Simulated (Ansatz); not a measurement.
```xyz
8

O    -1.480   -1.481    0.324
C    -0.648   -0.649    0.142
C    -0.272    0.761    0.222
C     0.702   -0.331   -0.317
H    -0.695    1.456   -0.496
H    -0.058    1.190    1.196
H     0.907   -0.340   -1.382
H     1.545   -0.606    0.309
```

Total charge 0; spin multiplicity 1.

Problem. List the PBE/def2-TZVPP orbital energies in eV (Ansatz 0.2.0). (An estimate is asked.)

Solution. Computed: Occupied: -510.50, -271.60, -269.56, -269.56, -26.53, -21.80, -15.58, -13.67, -12.55, -11.42, -10.23, -9.56, -9.33, -8.15, -5.49. Lowest empty: -2.07, 0.45, 1.13, 1.91, 2.71, 2.74, 3.01, 3.27.
